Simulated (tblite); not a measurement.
Run record: tight-binding relaxation, `C=CC[C]=C=O` [radical].

Computed with GFN2-xTB geometry optimisation, gas phase (tblite 0.8.0). Start geometry: from a force field or distance geometry. The command runs a driver script over a list of jobs; the input below is this job's line of settings and its coordinates in Å.

Command:
```bash
OMP_NUM_THREADS=1 python probes_run.py task.json out
```

Input:
```
{"job": {"kind": "relax", "xc": "GFN2-xTB", "basis": "xTB"}, "charge": 0, "multiplicity": 2}
C     -1.802200     0.096200     0.419800
C     -0.662100     0.370100    -0.206200
C      0.327100    -0.783200    -0.256700
C      1.517600    -0.240800     0.459300
C      2.276700     0.551000    -0.215600
O      2.986400     1.330500    -0.885700
H     -2.594000     0.845900     0.527200
H     -2.016200    -0.881200     0.851100
H     -0.423600     1.334600    -0.624800
H      0.497900    -0.958500    -1.320800
H     -0.102000    -1.661900     0.266400
```

Output:
```
step      E/eV     max force
  0    -466.41473    5.621
  1    -466.28184   12.399
  2    -466.74240    2.064
  3    -466.79332    0.943
  4    -466.87677    2.002
  5    -466.95020    1.741
  6    -467.02379    1.556
  7    -467.06930    1.039
  8    -467.16551    0.610
  9    -467.19527    0.575
... (60 lines left out)
 70    -467.43385    0.051
 71    -467.43418    0.047
 72    -467.43450    0.036
 73    -467.43473    0.039
 74    -467.43492    0.046
 75    -467.43506    0.041
 76    -467.43514    0.053
 77    -467.43522    0.016
 78    -467.43526    0.011
 79    -467.43529    0.008
```

«max force» is the largest atomic force in eV/Å.

Question: From which step on does the largest force stay under 0.1 eV/Å, and how much energy is left to gain from there?

Answer: From step 30 (0.083 eV/Å), 7.3 meV above the end.

Main results: energy lowered by 23.5 kcal/mol over 79 steps; largest atomic force 0.008 eV/Å at the end.

Question: Where do the atoms end?

Answer: 0.430 Å rms from the input after alignment:
```
atom  x, y, z in Å
C1    -1.8747    0.1278    0.5278
C2    -0.8404    0.2590   -0.2808
C3     0.2645   -0.7541   -0.3895
C4     1.5851   -0.1893   -0.2835
C5     2.4642    0.7049   -0.2319
O6     3.4362    1.3772   -0.1650
H7    -2.6484    0.8737    0.5900
H8    -1.9937   -0.7336    1.1655
H9    -0.7298    1.1330   -0.9084
H10    0.2015   -1.2507   -1.3700
H11    0.1409   -1.5452    0.3597
```

On Intel Xeon at 2.50 GHz, one thread, on a shared host, this took 1.9 s wall, 0.89 s CPU.
Labels such as C1 count atoms from 1, the log's own numbers from 0.
